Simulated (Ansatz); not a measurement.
HO, SMILES `[OH+]` (lower triplet) (charge 1, multiplicity 3). The linear singlet lies higher and needs more than one determinant, so no gap is given.

The numbers are results of LC-ωPBE/cc-pVTZ // B3LYP-D3(BJ)/def2-TZVP (Ansatz, a first-principles code), not measurements.

Ansatz 0.2 input:
```yaml
crystal:
  periodic: [false, false, false]
  atoms:
    - { symbol: O, position_ang: [0.520316, -0.000003, -0.000002] }
    - { symbol: H, position_ang: [-0.520316, 0.000003, 0.000002] }
basis:
  gaussian: { orbitals: cc-pVTZ }
hamiltonian:
  xc: lc_wpbe
total_charge: 1
magnetization:
  spin_polarized: true
  initial_magnetization: 2
```

Output:

```
Functional definition: LC-wPBE
227 factors; their error is unknown
65 factors; integrals over basis functions are off by at most 4.1e-5 eV
mean field evaluation 1: about -2045.1577 eV, gradient 2.7e1 eV
mean field evaluation 2: about -2046.6288 eV, gradient 1.5e1 eV
mean field evaluation 4: about -2047.2772 eV, gradient 1.5e-1 eV
mean field evaluation 8: about -2047.2699 eV, gradient 1.8e-2 eV
mean field -2047.26988459 eV, -75.2357805694 hartree, gradient 7.9e-5 eV, S^2 2.004513; 0 other end points of the search recorded, 0 dependent functions left out
reference -2047.26988459 eV, -75.2357805694 hartree; 5, 3 occupied and 39, 41 virtual orbitals, 227 factors
Total energy: -2047.26988459 eV, -75.2357805694 hartree
```
